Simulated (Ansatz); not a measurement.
Relaxation of C2H4NO (8 atoms, charge -1, multiplicity 1), to a largest force component of 0.02 eV/Å in at most 50 steps.

These are results of UKS PBE/def2-SVP (Ansatz), not measurements.

```xyz
8
Properties=species:S:1:pos:R:3
C -0.145 1.107 -0.404
C -0.265 -0.244 -0.389
N 0.627 -0.943 0.556
O -1.028 -0.984 -1.065
H -0.815 0.459 -1.013
H 0.562 1.625 0.230
H 0.221 -1.852 0.762
H 0.729 -0.416 1.417
```

Where does it end, and by what steps?

The forces met the threshold. Limits of this set-up: an anion without diffuse functions. After 11 steps the energy has fallen by 4.559 eV; H5 moved furthest, 0.98 Å. Parted: C2–H5 (1.09 → 2.16 Å).

| step | energy less start (eV) | largest force component (eV/Å) | accepted |
| --- | --- | --- | --- |
| 0 | 0.0000 | 7.219 | yes |
| 1 | -1.3876 | 4.636 | yes |
| 2 | -2.7354 | 3.535 | yes |
| 3 | -3.4711 | 2.630 | yes |
| 4 | -4.0564 | 1.377 | yes |
| 5 | -4.3979 | 1.031 | yes |
| 6 | -4.5426 | 0.461 | yes |
| 7 | -4.5491 | 0.306 | yes |
| 8 | -4.5582 | 0.096 | yes |
| 9 | -4.5590 | 0.049 | yes |
| 10 | -4.5592 | 0.046 | yes |
| 11 | -4.5593 | 0.015 | yes |

```xyz
8
Properties=species:S:1:pos:R:3
C -0.264 0.941 -0.439
C -0.248 -0.459 -0.354
N 0.714 -1.026 0.622
O -0.926 -1.313 -0.994
H -0.889 1.421 -1.208
H 0.463 1.566 0.108
H 0.307 -1.934 0.887
H 0.731 -0.443 1.472
```

Whether the end is a true minimum wasn't checked by a vibrational analysis.

Run time: 14 s on 2 threads of AMD EPYC 7R13 Processor (Zen 3), with other jobs on the host, peak memory 0.19 GiB.
